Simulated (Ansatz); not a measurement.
Total energies of C3H7NO (`NCCC=O`).

```tsv
atom	x (Å)	y (Å)	z (Å)
N1	0.068	-0.251	1.873
C2	0.469	0.200	0.552
C3	-0.548	-0.253	-0.487
C4	-0.288	0.368	-1.825
O5	-0.104	-0.238	-2.844
H6	0.073	-1.264	1.916
H7	0.720	0.076	2.574
H8	1.469	-0.143	0.245
H9	0.503	1.295	0.565
H10	-0.555	-1.340	-0.596
H11	-1.540	0.070	-0.149
H12	-0.269	1.482	-1.823
```

Charge 0, multiplicity 1. The geometry is a stationary point of PBE0-D4/def2-TZVP. It is one conformer, not always the lowest. Basis def2-TZVPP, Ansatz.

RPA on PBE orbitals: Hartree–Fock energy of these orbitals -247.02405 Eh, correlation -1.52136 Eh (frozen core).

```csv
functional,energy without D4 (Eh),D4 term (kJ/mol)
r2SCAN,-248.44714,-4.8
B3LYP,-248.59764,-29.4
```

(1) Give the same for LDA (SPW92), PBE, revPBE, BLYP, B97M-V, PBE0, r2SCANh, r2SCAN0, HSE06 (plane-wave form), BHLYP, CAM-B3LYP, LC-ωPBE, ωB97X-V, ωB97M-V, B2PLYP, PBE-QIDH. (Estimate.)

B3LYP takes the VWN-RPA correlation (the form of Gaussian; ORCA's B3LYP/G). HSE06 is the plane-wave form, built on full-range PBE exchange. The double hybrids freeze the cores in their second-order part.

## Answers

(1) Computed: 
```
             functional  energy without D4 (Eh)  D4 term (kJ/mol)
            LDA (SPW92)              -246.49257                 –
                    PBE              -248.28429             -18.5
                 revPBE              -248.51538             -66.7
                   BLYP              -248.50082             -41.8
                 B97M-V              -248.55915                 –
                   PBE0              -248.30150             -15.4
                r2SCANh              -248.43432              -5.0
                r2SCAN0              -248.41623              -5.4
HSE06 (plane-wave form)              -248.28818             -14.2
                  BHLYP              -248.44367             -19.7
              CAM-B3LYP              -248.47516             -15.3
                LC-ωPBE              -248.43718                 –
                ωB97X-V              -248.51354                 –
                ωB97M-V              -248.48558                 –
                 B2PLYP              -248.38849                 –
               PBE-QIDH              -248.26512                 –
```

LC-ωPBE has ω = 0.4 bohr⁻¹.
